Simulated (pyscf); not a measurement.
HN=Si(F)–Cl (SMILES N=[Si](F)Cl) + H₂ (SMILES [H][H]) → HN=SiH–Cl (SMILES N=[SiH]Cl) + HF (SMILES F), a four-centre exchange (singlet surface; F–Si, H–H broken, H–Si, F–H formed). PySCF, gas phase, ωB97X-D3(BJ)/def2-SVP geometries. Energies in kJ/mol from the separated reactants.

Small-basis levels: PySCF, no dispersion term, spherical d functions. 

Q: Quick HF/STO-3G single points give ΔE‡ = 312.9 kJ/mol and ΔE = +60.5 kJ/mol. What does ωB97M-D3(BJ)/def2-TZVP give, and how far is the quick result from it?

A: ωB97M-D3(BJ)/def2-TZVP gives ΔE‡ = 172.7 kJ/mol and ΔE = +101.7 kJ/mol. HF/STO-3G lies 140.2 kJ/mol over it in the barrier and 41.2 kJ/mol under it in the reaction energy, so on this step it does not hold to within 12.6 kJ/mol. ωB97M-D3(BJ)/def2-TZVP has limits of its own. HN=SiH–Cl lies 110.3 kJ/mol over its isomer H₂N–Si:–Cl [singlet] (electronic energy, ωB97M-D3(BJ)/def2-TZVP). This is the saddle that the search found; another between the same sides may lie lower.
